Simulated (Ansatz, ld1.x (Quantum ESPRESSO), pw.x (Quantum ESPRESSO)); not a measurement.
**From atom to crystal: TM potential for thallium**

ld1.x (Quantum ESPRESSO) 7.5 input, shortened:

```
&input
   title='Tl', zed=81., rel=1, dft='PW', iswitch=3,
   config='[Xe] 4f14 5d10 6s2 6p1 6d-2'
 /
 &inputp
   pseudotype=2, tm=.true., lloc=0,
   nlcc=.true., new_core_ps=.true., rcore=1.00
 /
3
6P  2  1   1.00   0.00  2.75  2.75  0.0
6D  3  2  -2.00  -0.15  2.65  2.65  0.0
6S  1  0   2.00   0.00  1.55  1.55  0.0
 &test
   configts(1)='6s2 6p1'
 /
```

Atomic tests: cutoffs needed: 35 Ry and 140 Ry (the cutoffs (Ry, on a coarse ladder) from which the occupation-weighted sum of valence levels, in a spherical-Bessel basis at the reference potential, stays within 10 and 1 mRy of its value at 400 Ry); ghost test: ghost state, extra bound levels that the all-electron valence spectrum of the same l lacks: d at -25.3 eV; a true bound ghost makes a file unfit for plane-wave use (spherical-Bessel basis up to 400 Ry, 20 bohr box); largest excitation error: -379 meV (all-electron minus pseudo) for 6s1 6p0, out of 7 test configurations.

Crystal test: sc Tl in pw.x 7.5, no spin, 11³ k-points, Fermi–Dirac smearing 0.01 Ry, cutoffs 170/680 Ry. The lattice is a test structure that the element need not adopt, and mesh and smearing are coarse.

pw.x input:

```
&control
  calculation='scf', prefix='x', pseudo_dir='./', outdir='./tmp', tstress=.true., disk_io='low'
/
&system
  ibrav=0, nat=1, ntyp=1, ecutwfc=170, ecutrho=680, nbnd=8,
  occupations='smearing', smearing='fd', degauss=0.01
/
&electrons
  conv_thr=1e-09, mixing_beta=0.4, electron_maxstep=70
/
ATOMIC_SPECIES
Tl 1.0 Tl.UPF
CELL_PARAMETERS angstrom
  3.09245477 0.00000000 0.00000000
  0.00000000 3.09245477 0.00000000
  0.00000000 0.00000000 3.09245477
ATOMIC_POSITIONS crystal
Tl 0.0000 0.0000 0.0000
K_POINTS automatic
11 11 11 0 0 0
```

```bash
pw.x < Tl.scf.in > Tl.scf.out
```

**Question.** How does the run end?

**Answer.** It converges; the pressure is -51.96 GPa against 0.04 GPa from all-electron LAPW. This is a poor potential for the solid. The pseudo pressure rises with volume over the whole range, a mechanical instability. Note: ghost state, extra bound levels that the all-electron valence spectrum of the same l lacks: d at -25.3 eV. A true bound ghost makes a file unfit for plane-wave use. The log shows:

```
     kinetic-energy cutoff     =     170.0000  Ry
     charge density cutoff     =     680.0000  Ry
     scf convergence threshold =      1.0E-09
     Exchange-correlation= PW
     number of k points=    56  Fermi-Dirac smearing, width (Ry)=  0.0100
     iteration #  1     ecut=   170.00 Ry     beta= 0.40
     total energy              =     -64.21845067 Ry
     estimated scf accuracy    <       2.85226908 Ry
     iteration #  2     ecut=   170.00 Ry     beta= 0.40
     total energy              =     -64.21722877 Ry
     estimated scf accuracy    <       0.32793338 Ry
     iteration #  3     ecut=   170.00 Ry     beta= 0.40
     total energy              =     -64.30407168 Ry
     estimated scf accuracy    <       0.05889562 Ry
     iteration #  4     ecut=   170.00 Ry     beta= 0.40
     total energy              =     -64.32796679 Ry
     estimated scf accuracy    <       0.02882272 Ry
     [... 7 iterations left out ...]
     iteration # 12     ecut=   170.00 Ry     beta= 0.40
     total energy              =     -64.33165190 Ry
     estimated scf accuracy    <       0.00000003 Ry
     iteration # 13     ecut=   170.00 Ry     beta= 0.40
     total energy              =     -64.33165190 Ry
     estimated scf accuracy    <          2.0E-09 Ry
     iteration # 14     ecut=   170.00 Ry     beta= 0.40
     total energy              =     -64.33165190 Ry
     estimated scf accuracy    <          2.1E-09 Ry
     iteration # 15     ecut=   170.00 Ry     beta= 0.40
     the Fermi energy is    -5.1145 ev
!    total energy              =     -64.33165190 Ry
     estimated scf accuracy    <          2.4E-11 Ry
     smearing contrib. (-TS)   =      -0.01268538 Ry
     The total energy is F=E-TS. E is the sum of the following terms:
     one-electron contribution =       1.74880329 Ry
     hartree contribution      =       1.17280668 Ry
     xc contribution           =     -62.87094153 Ry
     ewald contribution        =      -4.36963497 Ry
     convergence has been achieved in  15 iterations
          total   stress  (Ry/bohr**3)                   (kbar)     P=     -519.61
```
